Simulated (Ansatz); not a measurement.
# H4MgN2: the cost of one run

Computed with Ansatz 0.2.0, driven from Python. The levels of theory stand in the script.

### Step 1. The system

Bond lengths: N1–Mg2 2.032 Å, Mg2–N3 2.050 Å, N1–H4 0.981 Å, N1–H5 1.088 Å, N3–H6 1.040 Å, N3–H7 1.052 Å. Angles: N1–Mg2–N3 178.9°, Mg2–N1–H4 107.9°, Mg2–N1–H5 107.8°, H4–N1–H5 107.0°, Mg2–N3–H6 108.7°, Mg2–N3–H7 110.2°, H6–N3–H7 105.1°.

The script holds or builds the structure itself.

### Step 2. Script

h4mgn2.py

```python
"""Basis-set convergence for H4MgN2."""

from dataclasses import dataclass
import warnings

import ansatz as az


@dataclass(frozen=True)
class RunConfig:
    xc: str = "b3lyp"


cfg = RunConfig()

GEOMETRY = """
N    -1.53630   -0.00950   -1.38550
Mg    0.15610    0.04760   -0.26210
N     1.87130    0.06690    0.86130
H    -1.96720   -0.87870   -1.23680
H    -2.21410    0.75170   -1.00420
H     1.95040   -0.84010    1.36360
H     1.80100    0.79410    1.61800
"""

warnings.simplefilter("ignore", az.DeckWarning)

h4mgn2 = az.Crystal.molecule()
for line in GEOMETRY.strip().splitlines():
    symbol, *xyz = line.split()
    h4mgn2 = h4mgn2.atom(symbol, [float(v) for v in xyz])

model = h4mgn2.calculation().functional(cfg.xc)

energies = {}
for basis in ["cc-pVDZ", "cc-pVTZ"]:
    rep = model.basis(gaussian=basis).run().report
    size = rep["n_frozen"] + rep["n_occupied"][0] + rep["n_virtual"][0]
    energies[basis] = (rep["reference_energy_ev"] / 27.211386246, rep["free_energy_ev"] / 27.211386246)
    print(f"{basis:14s} {size:4d} orbitals  reference {energies[basis][0]:14.6f} Ha  total {energies[basis][1]:14.6f} Ha")

last = energies["cc-pVTZ"][1]
for basis, (_, total) in energies.items():
    print(f"{basis:14s} lies {27.211386 * (total - last):9.4f} eV above cc-pVTZ")
```

### Step 3. The run

Launch:

```bash
$ python h4mgn2.py
```

Q: Estimate wall time and peak memory on 1 thread of Arm Neoverse V1, shared host.

About 4.7 s, with a peak of 0.28 GiB.
